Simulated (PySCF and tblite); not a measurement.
Values are calculated unless marked as measured or tabulated.
C₃H₅Cl, numbered as in [CH2:1]=[CH:2][CH2:3][Cl:4].

The ensemble was built from 90 distance-geometry starts (ETKDG and KDG, MMFF94s, GFN2-xTB) and rests on PBE0-D3(BJ)/def2-SVP geometries. Free energies are PBE0-D3(BJ)/def2-TZVP single points with GFN2-xTB rigid-rotor and vibrational terms (modes under about 100 cm⁻¹ blended into free rotors). Symmetry numbers and mirror images are counted. Conformers within 4 kcal/mol (GFN2-xTB free energy) were kept, 5 at most. GIAO shieldings: PBE0/pcSseg-1. Shifts are against TMS (¹H), TMS (¹³C) at the same level; of two unlike H on one atom, a is the less shielded. Programs: PySCF with density fitting and tblite.

**Question.** Predict the averaged NMR shifts at 298.15 K.

**Answer.** ¹H: 6.05 (H2, 1H), 5.65 (H1a, 1H), 5.49 (H1b, 1H), 3.91 (H3, 2H) ppm. ¹³C: 143.2 (C2), 125.6 (C1), 51.4 (C3) ppm.

**Question.** How do the conformers differ?

**Answer.** Torsions listed: C1–C2–C3–Cl4. Of a mirror pair one member is shown.
| conformer | shape | weight % |
| --- | --- | --- |
| 1 | 120° | 73.9 |
| 2 | 0° | 26.1 |

```
signal      1      2  average
   H1a   5.52   6.01     5.65
   H1b   5.43   5.64     5.49
    H2   6.07   6.00     6.05
    H3   3.86   4.04     3.91
    C1  126.2  124.0    125.6
    C2  144.4  140.0    143.2
    C3   51.4   51.2     51.4
```

Shifts are unscaled: against experiment ¹³C can be off by 15 ppm or more and ¹H by 0.8 ppm.
